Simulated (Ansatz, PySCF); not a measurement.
Species: C2F4 (charge 0, singlet). SMILES: FC(=C(F)F)F
Geometry: optimised at B3LYP-D3(BJ)/def2-TZVP (Ansatz, a first-principles code).


Property: enthalpy of formation at 298 K (from the atomisation energy, B3LYP-D3(BJ)/def2-TZVP harmonic zero-point and thermal terms from PySCF, and the atoms' enthalpies of formation in the G2/97 table; no spin-orbit terms, and no core term in the frozen-core levels), in kcal/mol. Correlated levels leave the core frozen unless marked. Open shells are spin-unrestricted. Spin-orbit coupling is left out. No relativistic terms. The coupled-cluster limit lacks core correlation, which all-electron functionals hold. CBS(X,Y): correlation extrapolated as X^-3; Hartree-Fock from the larger set. The bracket is a focal-point correction in the basis named.

Measured: -157.4 kcal/mol (G2/97 table in ASE (Curtiss et al.)); it holds spin-orbit and relativistic effects, which these rows lack, and core correlation, which the frozen-core levels lack. This is an older compilation, not checked against later work.

| level | program | enthalpy of formation at 298 K (kcal/mol) | error against measurement |
|---|---|---|---|
| HF/def2-TZVPD | PySCF | 51.9 | 209.3 |
| revPBE-D3(BJ)/def2-TZVPD | Ansatz + dftd3 | -172.3 | -14.9 |
| PBE0-D4/def2-TZVP | Ansatz + dftd4 | -171.7 | -14.3 |
| r2SCANh-D4/def2-TZVPD | Ansatz + dftd4 | -159.4 | -2.0 |
| r2SCANh/def2-TZVPD | Ansatz | -158.8 | -1.4 |
| wB97M-V/def2-TZVPD | Ansatz | -165.6 | -8.2 |
| wB97X-V/def2-TZVPD | Ansatz | -164.8 | -7.4 |
| CCSD(T)/6-31G* | Ansatz | -124.0 | 33.4 |
| CCSD(T)/aug-cc-pVDZ | Ansatz | -111.5 | 45.9 |
| RI-MP2/CBS(cc-pVTZ,cc-pVQZ)+[CCSD(T)-MP2]/cc-pVTZ | Ansatz | -160.9 | -3.5 |
